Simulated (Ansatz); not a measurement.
**BH3 (SMILES B): BCCD(T)/def2-TZVPPD**

What is the vertical electron affinity of BH3 at BCCD(T)/def2-TZVPPD? 

The calculation is run with Ansatz 0.2.0.

32 further runs of the same task are left out: 32 set aside as unsound or not needed.

## 1. The system as given

BH3: 4 atoms, total charge 0, spin state singlet. SMILES: `B`. The shape is that of a PBE0-D4/def2-TZVP optimisation.

Bond lengths: B1–H2 1.193 Å, B1–H3 1.193 Å, B1–H4 1.193 Å. Angles: H2–B1–H3 120.0°, H2–B1–H4 120.0°, H3–B1–H4 120.0°.

## 2. A single-point energy at BCCD(T)/def2-TZVPPD

in.yaml reads:

```yaml
crystal:
  periodic: [false, false, false]
  atoms:
    - {symbol: B, position_ang: [0.013900, -0.015100, -0.005100]}
    - {symbol: H, position_ang: [0.982200, 0.381700, 0.568800]}
    - {symbol: H, position_ang: [-0.276200, -1.171800, 0.043000]}
    - {symbol: H, position_ang: [-0.664400, 0.744900, -0.626900]}
basis:
  gaussian: {orbitals: def2-TZVPPD.json}
correlation: {method: bccd_t, frozen_orbitals: {B: 1, H: 0}}
accuracy: high
scf: {omitted_lower_state_checks: [cluster_reference, increment]}
```

The basis set def2-TZVPPD is read from a file made from the Basis Set Exchange's data (not shown).

Command:

```bash
$ ansatz run in.yaml --threads 1 --pin off --max-ram 3480MiB --events-out events.jsonl --progress --plain --runs-dir runs
```

Log (excerpt; [...] marks lines left out):

```text
Warning: RAYON_NUM_THREADS=1 ignored (pool sized by the plan → 1); use --threads N
Functional definition: HF
  name "HF"
[...]
1349 factors; integrals over basis functions are off by at most 2.9e-9 eV
[...]
mean field -718.39844440 eV, -26.4006558838 hartree, gradient 2.9e-8 eV, S^2 0.000000; 0 other end points of the search recorded, 0 dependent functions left out
1 core orbitals not correlated: weight in the atoms' cores, before any rotation towards them, 1.000 or more for the frozen orbitals, at most 0.000 for the correlated occupied ones
reference -718.39844440 eV, -26.4006558838 hartree; 3, 3 occupied and 84, 84 virtual orbitals, 1349 factors
second order -3.08934671 eV of doubles, -0.00000000 eV of singles
cycle   1  -3.53046036 eV  change   -4.4e-1 eV  update   4.2e-2
[...]
cycle  19  -3.68141018 eV  change  -2.6e-10 eV  update  5.4e-10
perturbative correction -0.07079793 eV, -0.0026017758 hartree
Total energy: -722.15065251 eV, -26.5385469885 hartree
Checks for a lower state left out: cluster_reference, increment
```

It took 4.8 s on 1 thread of Arm Neoverse V2, shared host; peak memory 0.59 GiB.

## 3. The doublet anion, same level

run.yaml reads:

```yaml
basis:
  gaussian: {orbitals: def2-TZVPPD.json}
crystal:
  periodic: [false, false, false]
  atoms:
    - symbol: B
      position_ang: [0.013900, -0.015100, -0.005100]
    - symbol: H
      position_ang: [0.982200, 0.381700, 0.568800]
    - symbol: H
      position_ang: [-0.276200, -1.171800, 0.043000]
    - symbol: H
      position_ang: [-0.664400, 0.744900, -0.626900]
accuracy: high
scf: {omitted_lower_state_checks: [cluster_reference, increment]}
correlation: {method: bccd_t, frozen_orbitals: {B: 1, H: 0}}
magnetization: {spin_polarized: true, initial_magnetization: 1}
total_charge: -1
```

The basis set def2-TZVPPD is read from a file made from the Basis Set Exchange's data (not shown).

Command:

```bash
$ ansatz run run.yaml --threads 1 --pin off --max-ram 3480MiB --events-out events.jsonl --progress --plain --runs-dir runs
```

Log (excerpt; [...] marks lines left out):

```text
Warning: RAYON_NUM_THREADS=1 ignored (pool sized by the plan → 1); use --threads N
Functional definition: HF
  name "HF"
[...]
1349 factors; integrals over basis functions are off by at most 2.9e-9 eV
[...]
mean field -717.43844363 eV, -26.3653765061 hartree, gradient 2.6e-8 eV, S^2 0.758883; 4 other end points of the search recorded, 0 dependent functions left out
1 core orbitals not correlated: weight in the atoms' cores, before any rotation towards them, 1.000 or more for the frozen orbitals, at most 0.000 for the correlated occupied ones
reference -717.43844363 eV, -26.3653765061 hartree; 4, 3 occupied and 83, 84 virtual orbitals, 1349 factors
second order -3.71420197 eV of doubles, -0.00000000 eV of singles
cycle   1  -4.15476707 eV  change   -4.4e-1 eV  update   4.8e-2
[...]
cycle  23  -4.30225418 eV  change   1.8e-10 eV  update  5.3e-10
perturbative correction -0.13130611 eV, -0.0048254104 hartree
Total energy: -721.87200392 eV, -26.5283068416 hartree
Checks for a lower state left out: cluster_reference, increment
```

It took 15 s on 1 thread of Arm Neoverse V2, shared host; peak memory 1.2 GiB.

## 4. What came out

Level: BCCD(T)/def2-TZVPPD, 1 core orbital frozen.

```
                                                 quantity         value
                                singlet BH3: total energy  -26.53855 Eh
  singlet BH3: correlation energy (1 core orbital frozen)    -137.9 mEh
                              singlet BH3: (T) correction     -2.60 mEh
                              doublet anion: total energy  -26.52831 Eh
doublet anion: correlation energy (1 core orbital frozen)    -162.9 mEh
                            doublet anion: (T) correction     -4.83 mEh
         doublet anion: ⟨S²⟩ of the reference determinant         0.759
        vertical electron affinity (to the doublet anion)     -0.279 eV
```

**Reading.** The anion lies 0.28 eV (26.9 kJ/mol) above the neutral: the electron isn't bound at this level, and such a value depends on the basis. The triples (singlet BH3) make up 1.9 % of the correlation energy. The triples (doublet anion) make up 3.0 % of the correlation energy.
